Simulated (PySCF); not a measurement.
Work out the structure from these simulated measurements.

Elements present: C, H and Si. Monoisotopic mass: 44.0082 u.

* Rotational structure: rotational constants A, B, C: 104.854, 14.892, 13.040 GHz [PBE0-D3(BJ)/def2-TZVP]
* 1H NMR: chemical shifts (computed TMS as zero) by class: 5.97 (2 H), 5.31 (2 H) ppm [GIAO PBE0/pcSseg-2]
* NMR, other nuclei: isotropic shieldings of nuclei other than C and H, by class: 266 (1 Si) ppm [GIAO PBE0/pcSseg-2]
* 13C NMR: chemical shifts (computed TMS as zero) by class: 121.7 (1 C) ppm [GIAO PBE0/pcSseg-2]
* Dipole: 0.77 D [PBE0/pcSseg-2]

Electronic properties: PySCF, gas phase, density fitting. Levels stand in brackets. Isolated species at its PBE0-D3(BJ)/def2-TZVP geometry, gas phase. NMR values are class means; diastereotopic atoms form classes of their own.

Q: Which formula fits the mass and the elements?

A: CH4Si (calculated 44.0082). No other formula that holds each of these elements comes within 0.0003 u with a fitting electron parity and a possible valence count.

Q: Give a SMILES that accounts for the data.

A: Its formula, CH4Si, gives 1 degree of unsaturation: 0 rings and 1 π bond in the structure found. The one carbon: carbon bonded to Si and 2 H (121.7 ppm). Hydrogen classes from least to most shielded: 2 H on a carbon bonded to Si and 2 H (5.97 ppm), 2 H on a silicon bonded to C and 2 H (5.31 ppm). The other shieldings belong to: 266 ppm, silicon bonded to C and 2 H. The optimised geometry has point group C2v and is an asymmetric top. Structure: methylenesilane, `C=[SiH2]`.
